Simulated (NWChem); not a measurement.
# NH, triplet; SMILES [NH]

```xyz
2

N      0.0000     0.0000    -0.1308
H      0.0000     0.0000     0.9159
```
Atoms are numbered in this order, from 1.

Program: NWChem. Spin-unrestricted. Medium grid unless said otherwise, to which SCAN and Minnesota functionals are sensitive. Geometry: optimised at PBE0/def2-SVP, spin-unrestricted. No stability test was run on the SCF state. B3LYP is NWChem's, with the RPA form of VWN correlation. Total energies of different functionals are on different scales.

```json
[
 {"level": "B3LYP/def2-TZVP", "energy (Ha)": "-55.2448", "highest occupied level (eV)": "-9.29", "lowest empty minus highest occupied level, either spin (eV)": "6.16", "dipole (D)": "1.59", "<S²>": "2.01"},
 {"level": "PBE/def2-TZVP", "energy (Ha)": "-55.1714", "highest occupied level (eV)": "-7.82", "lowest empty minus highest occupied level, either spin (eV)": "3.66", "dipole (D)": "1.55", "<S²>": "2.00"},
 {"level": "B97-D/def2-TZVP", "energy (Ha)": "-55.2098", "highest occupied level (eV)": "-7.83", "lowest empty minus highest occupied level, either spin (eV)": "3.65", "dipole (D)": "1.55", "<S²>": "2.01"},
 {"level": "MN15/def2-TZVP", "energy (Ha)": "-55.1703", "highest occupied level (eV)": "-10.23", "lowest empty minus highest occupied level, either spin (eV)": "8.41", "dipole (D)": "1.63", "<S²>": "2.01"},
 {"level": "TPSSh/def2-TZVP", "energy (Ha)": "-55.2504", "highest occupied level (eV)": "-8.72", "lowest empty minus highest occupied level, either spin (eV)": "5.84", "dipole (D)": "1.59", "<S²>": "2.01"},
 {"level": "LDA (Slater exchange, PW92)/def2-TZVP", "energy (Ha)": "-54.7593", "highest occupied level (eV)": "-7.87", "lowest empty minus highest occupied level, either spin (eV)": "3.15", "dipole (D)": "1.61", "<S²>": "2.01"},
 {"level": "OLYP/def2-TZVP", "energy (Ha)": "-55.2269", "highest occupied level (eV)": "-7.69", "lowest empty minus highest occupied level, either spin (eV)": "3.66", "dipole (D)": "1.50", "<S²>": "2.01"}
]
```
